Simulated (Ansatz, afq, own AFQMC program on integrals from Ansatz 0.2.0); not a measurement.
# H₂Cl (doublet): quantum Monte Carlo beside coupled cluster at distance H1–H2 along a hydrogen transfer = 0.745 Å, cc-pVTZ

Aim: compute H₂Cl (doublet) with auxiliary-field quantum Monte Carlo on the same integrals as coupled cluster, and set the energies side by side.

The runs use Ansatz 0.2.0, Gaussian basis, and an in-house AFQMC program (afq) on its integrals; all values are calculated; cc-pVTZ, frozen cores.

Plan: PBE (unrestricted); CCSD(T) on UHF; r2SCAN (unrestricted); PBE0 (unrestricted); B3LYP (unrestricted); CCSDT(Q) on UHF; wB97M-V (unrestricted); B2PLYP (unrestricted); Phaseless AFQMC, CISD trial on UHF.

### Step 1. What is computed

The geometry derives from fragments relaxed apart (PBE0/def2-TZVP) and kept rigid, so it is no stationary point. A hydrogen atom is moved between rigid fragments.

3 atoms, charge 0, spin multiplicity 2.

Atoms are counted from 1 here; the program's logs count them from 0.

Bond lengths: H1–H2 0.745 Å.

Coordinates:

```xyz
3
charge 0, multiplicity 2
H     0.0000    0.0000   -1.0520
H     0.0000    0.0000   -0.3070
Cl    0.0000    0.0000    1.3590
```

### Step 2. PBE (unrestricted)

File in.yaml:

```yaml
crystal:
  periodic: [false, false, false]
  atoms:
    - {symbol: H, position_ang: [0.000000, 0.000000, -1.052000]}
    - {symbol: H, position_ang: [0.000000, 0.000000, -0.307000]}
    - {symbol: Cl, position_ang: [0.000000, 0.000000, 1.359000]}
basis:
  gaussian: {orbitals: cc-pVTZ}
magnetization: {spin_polarized: true, initial_magnetization: 1}
hamiltonian: {xc: {name: PBE}}
output: {orbitals: {seedname: orbitals}}
```

Run with:

```bash
$ ansatz run in.yaml --threads 1 --pin off --events-out ev --progress --plain --max-ram 5632MiB --backend cpu
```

The program printed:

```text
Functional definition: PBE
  name "PBE"
  cite "Perdew, Burke & Ernzerhof, Phys. Rev. Lett. 77, 3865 (1996) doi:10.1103/PhysRevLett.77.3865"
  parent pbe
  parameter kappa = 0.804
  parameter beta = 0.06672455060314922
  exchange = pbe_x(kappa = kappa, mu = beta*pi^2/3)
  correlation = pbe_c(beta = beta)
393 factors; their error is unknown
mean field evaluation 1: about -12547.6002 eV, gradient 8.0e0 eV
mean field evaluation 2: about -12547.6338 eV, gradient 7.6e0 eV
mean field evaluation 4: about -12548.0965 eV, gradient 4.4e-1 eV
mean field evaluation 8: about -12548.0863 eV, gradient 9.3e-3 eV
mean field evaluation 16: about -12546.3377 eV, gradient 8.7e0 eV
mean field -12548.08628848 eV, -461.1336657031 hartree, gradient 8.1e-6 eV, S^2 0.753612; 4 other end points of the search recorded, 0 dependent functions left out
reference -12548.08631570 eV, -461.1336667034 hartree; 10, 9 occupied and 52, 53 virtual orbitals, 393 factors
Total energy: -12548.08631570 eV, -461.1336667034 hartree
```

It took 1.2 s on 1 thread of AMD EPYC 7R13 (Zen 3), shared host; peak memory 0.72 GiB.

From the report: ⟨S²⟩ of the determinant 0.754 (pure doublet: 0.75).

### Step 3. CCSD(T) on UHF

Edit in.yaml of step 2 so:

```diff
@@ -9,3 +9,2 @@
 magnetization: {spin_polarized: true, initial_magnetization: 1}
-hamiltonian: {xc: {name: PBE}}
-output: {orbitals: {seedname: orbitals}}
+correlation: {method: ccsd_t, electrons: outside_noble_gas, hamiltonian_folder: ham}
```

Run with:

```bash
$ ansatz run in.yaml --threads 1 --pin off --events-out ev --progress --plain --max-ram 16896MiB --backend cuda --devices 0, --max-vram 18GiB
```

The program printed, cut to the lines that bear on the results:

```text
Functional definition: HF
  name "HF"
  cite "Fock, Z. Phys. 61, 126 (1930) doi:10.1007/BF01340294"
  parent pbe
[...]
343 factors; integrals over basis functions are off by at most 1.2e-3 eV
[...]
mean field -12533.35227681 eV, -460.5922007615 hartree, gradient 7.3e-6 eV, S^2 0.773336; 7 other end points of the search recorded, 0 dependent functions left out
determinant -12533.35227681 eV, -460.5922007615 hartree, with singles and doubles -12539.71454346 eV, -460.8260097482 hartree
determinant -12532.47500886 eV, -460.5599617588 hartree, with singles and doubles -12538.75609035 eV, -460.7907872464 hartree
5 core orbitals not correlated: weight in the atoms' cores, before any rotation towards them, 1.000 or more for the frozen orbitals, at most 0.000 for the correlated occupied ones
reference -12533.35227681 eV, -460.5922007615 hartree; 5, 4 occupied and 52, 53 virtual orbitals, 343 factors
second order -5.52489207 eV of doubles, -0.00000000 eV of singles
cycle   1  -6.29929465 eV  change   -2.7e-1 eV  update   1.3e-2
[...]
cycle   8  -6.30905492 eV  change    5.8e-6 eV  update   7.7e-6
perturbative correction -0.19589737 eV, -0.0071990957 hartree
Total energy: -12539.85722911 eV, -460.8312533492 hartree
```

It took 2.2 s on 1 × NVIDIA H100 80GB HBM3 with 1 thread of AMD EPYC 7R13 (Zen 3), shared host; peak host memory 0.84 GiB.

From the report: ⟨S²⟩ of the determinant 0.773 (pure doublet: 0.75); correlation -6.5050 eV; T1 0.013; largest double amplitude 0.06.

This run also writes the integrals to the folder ham.

### Step 4. r2SCAN (unrestricted)

Edit in.yaml of step 3 so:

```diff
@@ -9,2 +9,2 @@
 magnetization: {spin_polarized: true, initial_magnetization: 1}
-correlation: {method: ccsd_t, electrons: outside_noble_gas, hamiltonian_folder: ham}
+hamiltonian: {xc: {name: r2SCAN}}
```

Run with:

```bash
$ ansatz run in.yaml --threads 1 --pin off --events-out ev --progress --plain --max-ram 5632MiB --backend cpu
```

The program printed:

```text
Functional definition: r2SCAN
  name "r2SCAN"
  cite "Furness, Kaplan, Ning, Perdew & Sun, J. Phys. Chem. Lett. 11, 8208 (2020) doi:10.1021/acs.jpclett.0c02405"
  cite "Furness, Kaplan, Ning, Perdew & Sun, J. Phys. Chem. Lett. 11, 9248 (2020) doi:10.1021/acs.jpclett.0c03077"
  parent r2scan
  parameter k0 = 0.174
  parameter k1 = 0.065
  parameter a1 = 4.9479
  exchange = r2scan_x(k0 = k0, k1 = k1, a1 = a1)
  correlation = r2scan_c
393 factors; their error is unknown
mean field evaluation 1: about -12552.1001 eV, gradient 6.9e0 eV
mean field evaluation 2: about -12552.2512 eV, gradient 5.2e0 eV
mean field evaluation 4: about -12552.4507 eV, gradient 4.2e-1 eV
mean field evaluation 8: about -12552.4418 eV, gradient 1.1e-1 eV
mean field evaluation 16: about -12550.6366 eV, gradient 9.2e0 eV
mean field evaluation 32: about -12552.4419 eV, gradient 1.8e-5 eV
mean field -12552.44185709 eV, -461.2937298973 hartree, gradient 1.8e-5 eV, S^2 0.757737; 4 other end points of the search recorded, 0 dependent functions left out
reference -12552.44186525 eV, -461.2937301974 hartree; 10, 9 occupied and 52, 53 virtual orbitals, 393 factors
Total energy: -12552.44186525 eV, -461.2937301974 hartree
```

Run time: 2.9 s. Hardware: 1 thread of AMD EPYC 7R13 (Zen 3), shared host; peak memory 0.72 GiB.

From the report: ⟨S²⟩ of the determinant 0.758 (pure doublet: 0.75).

### Step 5. PBE0 (unrestricted)

Edit in.yaml of step 4 so:

```diff
@@ -9,2 +9,3 @@
 magnetization: {spin_polarized: true, initial_magnetization: 1}
-hamiltonian: {xc: {name: r2SCAN}}
+hamiltonian: {xc: {name: PBE0}}
+output: {orbitals: {seedname: orbitals}}
```

The command is unchanged.

The program printed:

```text
Functional definition: PBE0
  name "PBE0"
  cite "Adamo & Barone, J. Chem. Phys. 110, 6158 (1999) doi:10.1063/1.478522"
  cite "Perdew, Burke & Ernzerhof, Phys. Rev. Lett. 77, 3865 (1996) doi:10.1103/PhysRevLett.77.3865"
  parent pbe
  parameter a = 0.25
  parameter kappa = 0.804
  parameter beta = 0.06672455060314922
  exchange = (1 - a)*pbe_x(kappa = kappa, mu = beta*pi^2/3) + a*exact_x
  correlation = pbe_c(beta = beta)
419 factors; their error is unknown
mean field evaluation 1: about -12548.8532 eV, gradient 5.0e0 eV
mean field evaluation 2: about -12548.9876 eV, gradient 2.2e0 eV
mean field evaluation 4: about -12549.0167 eV, gradient 2.3e-1 eV
mean field evaluation 8: about -12549.0922 eV, gradient 6.5e-3 eV
mean field evaluation 16: about -12549.0922 eV, gradient 4.1e-5 eV
mean field -12549.09223957 eV, -461.1706337241 hartree, gradient 4.1e-5 eV, S^2 0.757069; 1 other end points of the search recorded, 0 dependent functions left out
reference -12549.09225969 eV, -461.1706344632 hartree; 10, 9 occupied and 52, 53 virtual orbitals, 419 factors
Total energy: -12549.09225969 eV, -461.1706344632 hartree
```

Run time: 0.73 s. Hardware: 1 thread of AMD EPYC 7R13 (Zen 3), shared host; peak memory 0.72 GiB.

From the report: ⟨S²⟩ of the determinant 0.757 (pure doublet: 0.75).

### Step 6. B3LYP (unrestricted)

Edit in.yaml of step 5 so:

```diff
@@ -9,3 +9,2 @@
 magnetization: {spin_polarized: true, initial_magnetization: 1}
-hamiltonian: {xc: {name: PBE0}}
-output: {orbitals: {seedname: orbitals}}
+hamiltonian: {xc: {name: B3LYP}}
```

Same command.

The program printed, cut to the lines that bear on the results:

```text
Functional definition: B3LYP
  name "B3LYP"
  cite "Stephens, Devlin, Chabalowski & Frisch, J. Phys. Chem. 98, 11623 (1994) doi:10.1021/j100096a001"
  cite "Becke, Phys. Rev. A 38, 3098 (1988) doi:10.1103/PhysRevA.38.3098"
  cite "Lee, Yang & Parr, Phys. Rev. B 37, 785 (1988) doi:10.1103/PhysRevB.37.785"
  cite "Vosko, Wilk & Nusair, Can. J. Phys. 58, 1200 (1980) doi:10.1139/p80-159"
[...]
408 factors; their error is unknown
[...]
mean field -12553.95613435 eV, -461.3493785602 hartree, gradient 5.3e-5 eV, S^2 0.755621; 1 other end points of the search recorded, 0 dependent functions left out
reference -12553.95631702 eV, -461.3493852733 hartree; 10, 9 occupied and 52, 53 virtual orbitals, 408 factors
Total energy: -12553.95631702 eV, -461.3493852733 hartree
```

Run time: 0.61 s. Hardware: 1 thread of AMD EPYC 7R13 (Zen 3), shared host; peak memory 0.72 GiB.

From the report: ⟨S²⟩ of the determinant 0.756 (pure doublet: 0.75).

### Step 7. CCSDT(Q) on UHF

Edit in.yaml of step 6 so:

```diff
@@ -9,2 +9,2 @@
 magnetization: {spin_polarized: true, initial_magnetization: 1}
-hamiltonian: {xc: {name: B3LYP}}
+correlation: {method: ccsdt_q, electrons: outside_noble_gas}
```

Run with:

```bash
$ ansatz run in.yaml --threads 1 --pin off --events-out ev --progress --plain --max-ram 16896MiB --backend cuda --devices 0, --max-vram 18GiB
```

The program printed, cut to the lines that bear on the results:

```text
Functional definition: HF
  name "HF"
  cite "Fock, Z. Phys. 61, 126 (1930) doi:10.1007/BF01340294"
  parent pbe
[...]
663 factors; integrals over basis functions are off by at most 2.6e-7 eV
[...]
mean field -12533.35228081 eV, -460.5922009083 hartree, gradient 7.7e-6 eV, S^2 0.773336; 7 other end points of the search recorded, 0 dependent functions left out
determinant -12533.35228081 eV, -460.5922009083 hartree, with singles and doubles -12539.71455805 eV, -460.8260102846 hartree
determinant -12532.47501074 eV, -460.5599618279 hartree, with singles and doubles -12538.75610680 eV, -460.7907878509 hartree
5 core orbitals not correlated: weight in the atoms' cores, before any rotation towards them, 1.000 or more for the frozen orbitals, at most 0.000 for the correlated occupied ones
reference -12533.35228081 eV, -460.5922009083 hartree; 5, 4 occupied and 52, 53 virtual orbitals, 663 factors
second order -5.52490675 eV of doubles, -0.00000000 eV of singles
cycle   1  -6.09760819 eV  change   -5.7e-1 eV  update   6.0e-2
[...]
cycle  14  -6.52511779 eV  change    6.3e-7 eV  update   3.3e-7
perturbative correction -0.00656852 eV, -0.0002413885 hartree
Total energy: -12539.88396711 eV, -460.8322359526 hartree
```

Wall time 4 s (1 × NVIDIA H100 80GB HBM3 with 1 thread of AMD EPYC 7R13 (Zen 3), shared host); peak host memory 0.88 GiB.

From the report: ⟨S²⟩ of the determinant 0.773 (pure doublet: 0.75); correlation -6.5317 eV; T1 0.013; largest double amplitude 0.06.

### Step 8. wB97M-V (unrestricted)

Edit in.yaml of step 7 so:

```diff
@@ -9,2 +9,3 @@
 magnetization: {spin_polarized: true, initial_magnetization: 1}
-correlation: {method: ccsdt_q, electrons: outside_noble_gas}
+hamiltonian: {xc: {name: wB97M-V}}
+output: {orbitals: {seedname: orbitals}}
```

Run with:

```bash
$ ansatz run in.yaml --threads 1 --pin off --events-out ev --progress --plain --max-ram 5632MiB --backend cpu
```

The program printed, cut to the lines that bear on the results:

```text
Functional definition: wB97M-V
  name "wB97M-V"
  cite "Mardirossian & Head-Gordon, J. Chem. Phys. 144, 214110 (2016) doi:10.1063/1.4952647"
  cite "Becke, J. Chem. Phys. 107, 8554 (1997) doi:10.1063/1.475007"
  cite "Vydrov & Van Voorhis, J. Chem. Phys. 133, 244103 (2010) doi:10.1063/1.3521275"
  # Of w^i u^j: cxij and so on, Table III.
[...]
  gx(w, u) = 1 - cx + cx01*u + cx10*w
  gss(w, u) = css00 + css04*u^4 + css10*w + css20*w^2 + css43*w^4*u^3
  gos(w, u) = cos00 + cos10*w + (cos20 + cos21*u)*w^2 + (cos60 + cos61*u)*w^6
[...]
      + integral(e_c_pw_mod_opposite_spin*gos(b97_w_opposite, b97_u_opposite)) + vv10(b, c)
396 factors; their error is unknown
83 factors; integrals over basis functions are off by at most 9.1e-5 eV
[...]
mean field -12552.26609172 eV, -461.2872706393 hartree, gradient 3.6e-5 eV, S^2 0.754678; 1 other end points of the search recorded, 0 dependent functions left out
reference -12552.26611974 eV, -461.2872716689 hartree; 10, 9 occupied and 52, 53 virtual orbitals, 396 factors
Total energy: -12552.26611974 eV, -461.2872716689 hartree
```

Wall time 3 s (1 thread of AMD EPYC 7R13 (Zen 3), shared host); peak memory 0.72 GiB.

From the report: ⟨S²⟩ of the determinant 0.755 (pure doublet: 0.75).

### Step 9. B2PLYP (unrestricted)

Edit in.yaml of step 8 so:

```diff
@@ -9,3 +9,3 @@
 magnetization: {spin_polarized: true, initial_magnetization: 1}
-hamiltonian: {xc: {name: wB97M-V}}
-output: {orbitals: {seedname: orbitals}}
+hamiltonian: {xc: {name: B2PLYP}}
+correlation: {electrons: outside_noble_gas}
```

Launched as before.

The program printed, cut to the lines that bear on the results:

```text
Functional definition: B2PLYP
  name "B2PLYP"
  cite "Grimme, J. Chem. Phys. 124, 034108 (2006) doi:10.1063/1.2148954"
  cite "Becke, Phys. Rev. A 38, 3098 (1988) doi:10.1103/PhysRevA.38.3098"
  cite "Lee, Yang & Parr, Phys. Rev. B 37, 785 (1988) doi:10.1103/PhysRevB.37.785"
[...]
343 factors; integrals over basis functions are off by at most 1.2e-3 eV
[...]
mean field -12547.83396022 eV, -461.1243928108 hartree, gradient 2.7e-6 eV, S^2 0.761966; 2 other end points of the search recorded, 0 dependent functions left out
5 core orbitals not correlated: weight in the atoms' cores, before any rotation towards them, 1.000 or more for the frozen orbitals, at most 0.000 for the correlated occupied ones
reference -12547.83407602 eV, -461.1243970662 hartree; 5, 4 occupied and 52, 53 virtual orbitals, 343 factors
second order -6.75805819 eV of doubles, -0.00000000 eV of singles
Total energy: -12549.65875173 eV, -461.1914526617 hartree
```

Wall time 0.94 s (1 thread of AMD EPYC 7R13 (Zen 3), shared host); peak memory 1.5 GiB.

From the report: ⟨S²⟩ of the determinant 0.762 (pure doublet: 0.75).

### Step 10. Phaseless AFQMC, CISD trial on UHF

It reads the integrals that the CCSD(T) run on this determinant wrote.

Run with:

```bash
$ afq ham --method phaseless --trial cisd --walkers 4000 --populations 20 --least-time 60 --time-step 0.005 --steps-per-block 50 --equilibration-blocks 28 --max-blocks 4000 --target-error 0.00018 --factor-cut 1e-05 --start spin_pure --seed 7354 --release-times 0.24,0.51,0.99,1.62,2.4 --release-step 0.03 --release-every 3 --taylor-order 6
```

The program printed:

```text
orbitals 57  electrons 5 4  factors 335 of 343
reference energy -460.59220076 Eh
CCSD correlation -0.23185345 Eh in 10 cycles, weight of the determinant in the CISD state 0.9097
energy of the start -460.823341 Eh
 block  time / (1/Eh)  mean weight  energy / Eh
     1     0.250  0.9997  -460.822384
     2     0.500  0.9997  -460.825356
     3     0.750  0.9998  -460.827646
     4     1.000  1.0001  -460.828699
     5     1.250  0.9995  -460.830072
     6     1.500  0.9996  -460.830510
     7     1.750  1.0001  -460.830989
     8     2.000  1.0001  -460.831305
     9     2.250  1.0003  -460.831544
    10     2.500  1.0004  -460.831816
    11     2.750  1.0000  -460.831922
    12     3.000  1.0001  -460.832030
    13     3.250  1.0002  -460.832089
    14     3.500  1.0001  -460.831834
    15     3.750  1.0007  -460.832431
    16     4.000  1.0002  -460.831750
    17     4.250  0.9998  -460.831835
    18     4.500  1.0000  -460.832242
    19     4.750  1.0001  -460.832303
    20     5.000  0.9999  -460.831916
    21     5.250  1.0001  -460.832120
    22     5.500  0.9996  -460.832180
    23     5.750  1.0001  -460.832965
    24     6.000  1.0001  -460.832953
    25     6.250  0.9998  -460.832756
    26     6.500  1.0001  -460.833328
    27     6.750  0.9996  -460.832541
    28     7.000  1.0002  -460.832344
    29     7.250  1.0001  -460.832081
    30     7.500  1.0001  -460.832111
    31     7.750  1.0003  -460.832142
    32     8.000  1.0002  -460.831263
    33     8.250  1.0001  -460.831604
    34     8.500  0.9999  -460.831650
    35     8.750  1.0002  -460.831452
    36     9.000  1.0000  -460.831926
    37     9.250  1.0003  -460.832068
    38     9.500  0.9999  -460.831615
    39     9.750  0.9998  -460.831953
    40    10.000  1.0002  -460.831391
    41    10.250  1.0004  -460.831782
    42    10.500  1.0001  -460.831693
    43    10.750  1.0000  -460.831935
    44    11.000  0.9999  -460.831600
    45    11.250  0.9999  -460.831377
    46    11.500  1.0003  -460.831371
    47    11.750  1.0002  -460.831517
    48    12.000  1.0003  -460.832104
    49    12.250  0.9997  -460.831701
    50    12.500  0.9998  -460.831653
    51    12.750  0.9996  -460.832109
    52    13.000  0.9999  -460.831833
    53    13.250  1.0002  -460.832402
    54    13.500  1.0001  -460.832079
    55    13.750  1.0000  -460.832046
    56    14.000  1.0001  -460.831781
    57    14.250  0.9999  -460.831681
    58    14.500  1.0000  -460.831742
    59    14.750  1.0002  -460.831776
    60    15.000  1.0003  -460.832156
    61    15.250  1.0002  -460.832209
    62    15.500  1.0001  -460.831843
    63    15.750  1.0004  -460.831901
    64    16.000  0.9999  -460.831802
    65    16.250  0.9998  -460.831975
    66    16.500  0.9999  -460.831434
    67    16.750  0.9999  -460.831591
    68    17.000  1.0002  -460.831860
    69    17.250  1.0000  -460.832245
    70    17.500  0.9998  -460.831565
    71    17.750  1.0000  -460.831976
    72    18.000  1.0000  -460.832300
    73    18.250  1.0002  -460.831878
    74    18.500  1.0002  -460.832061
    75    18.750  0.9997  -460.831651
    76    19.000  1.0001  -460.831909
    77    19.250  1.0002  -460.831651
    78    19.500  1.0000  -460.831703
error from the spread of 20 populations
released: time / (1/Eh)  energy / Eh  error  mean overlap
  0.24  -460.832045  0.000078  0.9981
  0.51  -460.832076  0.000059  0.9978
  0.99  -460.832152  0.000074  0.9968
  1.62  -460.832307  0.000118  0.9910
  2.40  -460.832155  0.000095  0.9903
energy -460.831823 +/- 0.000082 Eh
```

Wall time 39 s (1 × NVIDIA H100 80GB HBM3 with 2 threads of AMD EPYC 7R13 (Zen 3), shared host); peak host memory 1.5 GiB.

Energy -12539.8727 ± 0.0022 eV. Caveats: constraint bias not in the error.

### Step 11. All levels side by side

On the UHF determinant, counted from CCSDT(Q) (a yardstick, not exact):

```csv
level,energy (eV),from CCSDT(Q) (meV),statistical error (meV),time
HF,-12533.3523,+6531.7,,
MP2,-12538.8772,+1006.8,,
CCSD,-12539.6613,+222.6,,
CCSD(T),-12539.8572,+26.7,,
CCSDT(Q),-12539.8840,0.0,,
"Phaseless AFQMC, CISD trial, step 0.005, 4000 walkers",-12539.8727,+11.2,2.2,39 s
```

The functionals' totals stand on their own zeros and serve differences with other points: PBE -12548.086 eV; r2SCAN -12552.442 eV; PBE0 -12549.092 eV; B3LYP -12553.956 eV; wB97M-V -12552.266 eV; B2PLYP -12549.659 eV.

### Step 12. What came out

| quantity | value |
| --- | --- |
| CCSD(T) on UHF from CCSDT(Q) | +26.7 meV |
| Phaseless AFQMC, CISD trial on UHF from CCSDT(Q) | +11.2 ± 2.2 meV |

What this shows: On UHF the phaseless walk with the CISD trial lies +11.2 meV from CCSDT(Q), 5 times its error bar. Error bars are statistical and leave out the constraint, the time step and what remains of the start.
